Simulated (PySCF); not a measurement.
CH₂F₂. Atoms are numbered in the order given.

```xyz
5

F     -1.1035     0.0000    -0.2905
C      0.0000     0.0000     0.5036
F      1.1035     0.0000    -0.2905
H      0.0000    -0.9138     1.1037
H      0.0000     0.9138     1.1037
```

The structure is a stationary point at ωB97X-D3(BJ)/def2-TZVP.

All values below come from SMD-PBE0/def2-SVP run with PySCF.

Solvation free energies are E(SMD) − E(gas) at the gas-phase geometry, for 1 M in both phases. In vacuum the dipole moment is 1.91 D.

Computed solvation free energies in water, ethylethanoate, 2-propanol:
| solvent | ΔG(solv) (kcal/mol) | its non-electrostatic (CDS) part | dipole (D) |
|---|---|---|---|
| water | -0.8 | 3.3 | 2.28 |
| ethylethanoate | -2.2 | 1.0 | 2.19 |
| 2-propanol | -2.8 | 1.1 | 2.25 |
